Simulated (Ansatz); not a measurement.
# C4H6O: one species, many methods

Aim: compute C4H6O with functionals from several rungs and with coupled cluster. The yardstick is the atomisation energy at the CCSD(T) limit.

Computed with Ansatz 0.2.0, Gaussian basis. Level: functionals in def2-TZVPP, the program's frozen cores in correlated methods.

The runs, in order: LDA (SPW92), PBE-D4, revPBE-D4, BLYP-D4, r2SCAN-D4, B97M-V, PBE0-D4, B3LYP-D4, r2SCANh-D4, r2SCAN0-D4, HSE06-D4, BHLYP-D4, CAM-B3LYP-D4, LC-ωPBE, ωB97X-V, ωB97M-V, B2PLYP, PBE-QIDH; CCSD(T)/def2-SVP; CCSD(T)/def2-TZVPP; MP2/def2-QZVPP; extrapolation to the limit; RPA on PBE.

### 1 Structure used throughout

An earlier PBE0-D4 in a triple-zeta def2 set relaxation fixed the geometry.

SMILES `C=CCC=O`, 11 atoms, charge 0, spin multiplicity 1.

Atoms are counted from 1 here; the program's logs count them from 0.

Bond lengths: C1–C2 1.324 Å, C1–H6 1.086 Å, C1–H7 1.083 Å, C2–C3 1.489 Å, C2–H8 1.086 Å, C3–C4 1.504 Å, C3–H9 1.101 Å, C3–H10 1.096 Å, C4–O5 1.199 Å, C4–H11 1.112 Å. Angles: C2–C1–H6 121.7°, C2–C1–H7 121.4°, H6–C1–H7 116.9°, C1–C2–C3 124.2°, C1–C2–H8 119.8°, C3–C2–H8 116.0°, C2–C3–C4 114.7°, C2–C3–H9 111.1°, C2–C3–H10 111.8°, C4–C3–H9 105.4°, C4–C3–H10 108.1°, H9–C3–H10 105.0°, C3–C4–O5 125.1°, C3–C4–H11 114.3°, O5–C4–H11 120.6°.

Geometry (Å):

```
C    -0.5227    1.1474    1.3948
C    -0.6472    0.1672    0.5134
C     0.4997   -0.5541   -0.1040
C     0.4374   -0.6677   -1.6024
O    -0.4744   -0.2933   -2.2848
H     0.4510    1.4981    1.7236
H    -1.3901    1.6387    1.8195
H    -1.6357   -0.1485    0.1927
H     0.5630   -1.5896    0.2662
H     1.4601   -0.0975    0.1631
H     1.3243   -1.1577   -2.0614
```

### 2 LDA

This LDA is Slater exchange with PW92 correlation.

File in.yaml:

```yaml
crystal:
  periodic: [false, false, false]
  atoms:
    - {symbol: C, position_ang: [-0.522747, 1.147403, 1.394837]}
    - {symbol: C, position_ang: [-0.647214, 0.167199, 0.513430]}
    - {symbol: C, position_ang: [0.499717, -0.554122, -0.104015]}
    - {symbol: C, position_ang: [0.437358, -0.667728, -1.602400]}
    - {symbol: O, position_ang: [-0.474406, -0.293252, -2.284782]}
    - {symbol: H, position_ang: [0.450989, 1.498061, 1.723557]}
    - {symbol: H, position_ang: [-1.390062, 1.638658, 1.819535]}
    - {symbol: H, position_ang: [-1.635682, -0.148480, 0.192681]}
    - {symbol: H, position_ang: [0.563018, -1.589569, 0.266238]}
    - {symbol: H, position_ang: [1.460115, -0.097523, 0.163062]}
    - {symbol: H, position_ang: [1.324313, -1.157746, -2.061442]}
basis:
  gaussian: {orbitals: def2-TZVPP}
hamiltonian: {xc: lda}
output: {orbitals: {seedname: orbitals}}
```

Command:

```sh
ansatz run in.yaml --threads 4 --pin off --events-out ev --progress --plain --max-ram 10444MiB
```

The runs that follow: PBE-D4 (GGA); revPBE-D4 (GGA); BLYP-D4 (GGA); r2SCAN-D4 (meta-GGA); B97M-V (meta-GGA); B3LYP-D4 (hybrid); r2SCANh-D4 (hybrid); r2SCAN0-D4 (hybrid); HSE06-D4 (hybrid); BHLYP-D4 (hybrid); CAM-B3LYP-D4 (range-separated); LC-ωPBE (range-separated); ωB97X-V (range-separated); ωB97M-V (range-separated); B2PLYP (double hybrid); PBE-QIDH (double hybrid); CCSD(T) in def2-SVP; CCSD(T) in def2-TZVPP; MP2 in def2-QZVPP; RPA on PBE orbitals.

Q: Predict the results of all the runs planned. Wanted: atomisation energy, CCSD(T)/CBS; farthest beyond LDA; mean size of error, GGA; mean size of error, meta-GGA; mean size of error, hybrid; mean size of error, range-separated; mean size of error, double hybrid; gap, smallest and largest; T1 diagnostic.

**Answer**, as computed:

```
                               quantity                                                                         value
        atomisation energy, CCSD(T)/CBS                                                               1116.8 kcal/mol
functionals within 5.6 kcal/mol (0.5 %)  r2SCAN-D4, B97M-V, B3LYP-D4, r2SCANh-D4, LC-ωPBE, ωB97X-V, ωB97M-V, PBE-QIDH
                    farthest beyond LDA                                                       PBE-D4 (+36.1 kcal/mol)
                mean size of error, GGA                                                                 16.4 kcal/mol
           mean size of error, meta-GGA                                                                  4.5 kcal/mol
             mean size of error, hybrid                                                                 12.9 kcal/mol
    mean size of error, range-separated                                                                  3.6 kcal/mol
      mean size of error, double hybrid                                                                  4.2 kcal/mol
              gap, smallest and largest                                     3.87 eV (LDA (SPW92)), 11.99 eV (LC-ωPBE)
                          T1 diagnostic                                                                        0.0134
triples share of the correlation energy                                                                         4.2 %
```

LDA overbinds by 171.1 kcal/mol (15 %). PBE-D4 is off by +36.1 kcal/mol. Double hybrids carry the basis error of their MP2 part in triple zeta, and no dispersion term here, so their miss is partly the set-up's. The rungs range-separated, double hybrid, meta-GGA miss on average by less than the doubt on the reference (5.6 kcal/mol), so they tie. The reference freezes the cores and leaves out relativity and excitations past (T), so misses under about 5.6 kcal/mol can't be ranked. Hartree-Fock recovers 73 % of the binding; the rest is correlation. CCSD(T) in def2-SVP is off by -41.9 kcal/mol, more than most functionals: a good method in a small basis is no reference. Orbital gaps span 3.9 to 12.0 eV; exact exchange widens them.
